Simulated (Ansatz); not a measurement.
A nudged elastic band was laid between two geometries of C2H4OS (8 atoms, charge 0, multiplicity 1).

The calculation used Ansatz, RKS PBE-D4/def2-SVP.

```
movable images  : 1
climbing image  : no
spring          : 5.0 eV/Å²
optimiser       : quadratic models (default)
start path      : through a guess of the saddle point
force threshold : 0.05 eV/Å
iteration limit : 60
end points      : relaxed
```

Initial state:

```xyz
8
Properties=species:S:1:pos:R:3
S -1.589 0.643 -0.664
C 0.005 0.397 0.151
C 0.508 -0.981 0.291
O 1.117 -0.051 -0.609
H -1.325 1.909 -1.094
H 0.240 1.149 0.928
H 1.102 -1.260 1.182
H -0.057 -1.806 -0.185
```

Final state:

```xyz
8
Properties=species:S:1:pos:R:3
S -1.828 0.407 -0.776
C -0.307 0.650 -0.116
C 0.440 -0.591 0.192
O 1.818 -0.380 0.376
H -2.263 1.713 -0.842
H 1.897 0.585 0.529
H -0.068 -0.930 1.147
H 0.311 -1.454 -0.510
```

Question: Which bonds break or form, and what moves?

Answer: Bonds broken: C2–O4, C2–H6. Bonds formed: O4–H6.

Question: Give the energies along the band, and the barrier.

Answer: It converged. The highest image is number 1 of 0 to 2, 2.04 eV above the first end and 0.33 eV above the last; the last end lies 1.71 eV above the first. Neighbouring images differ by up to 2.0 eV, so the band resolves the path poorly. No image climbed, so the highest image needn't sit at the top of the path. So few images can step over the top or miss a turn of the path. The orbitals stay closed-shell, which can raise the energy where a bond breaks towards radicals; this wasn't checked here.

```json
{"image": "0", "path coordinate (Å)": "0.00", "energy (eV)": "0.00", "C2–O4 (Å)": "1.42", "C2–H6 (Å)": "1.11", "O4–H6 (Å)": "2.14"}
{"image": "1", "path coordinate (Å)": "1.60", "energy (eV)": "2.04", "C2–O4 (Å)": "1.92", "C2–H6 (Å)": "1.13", "O4–H6 (Å)": "1.87"}
{"image": "2", "path coordinate (Å)": "3.21", "energy (eV)": "1.71", "C2–O4 (Å)": "2.41", "C2–H6 (Å)": "2.30", "O4–H6 (Å)": "0.98"}
```

Question: What is the geometry of the highest image?

Answer: 
```xyz
8
Properties=species:S:1:pos:R:3
S -1.527 0.490 -0.796
C -0.005 0.495 0.067
C 0.534 -0.841 0.282
O 1.728 -0.306 -0.163
H -2.005 1.772 -0.718
H 0.793 1.187 0.455
H 0.363 -1.216 1.321
H 0.119 -1.581 -0.448
```

Run time: 26 s on 1 thread of Intel(R) Xeon(R) Platinum 8488C (Sapphire Rapids), on a shared host, peak memory 0.15 GiB.
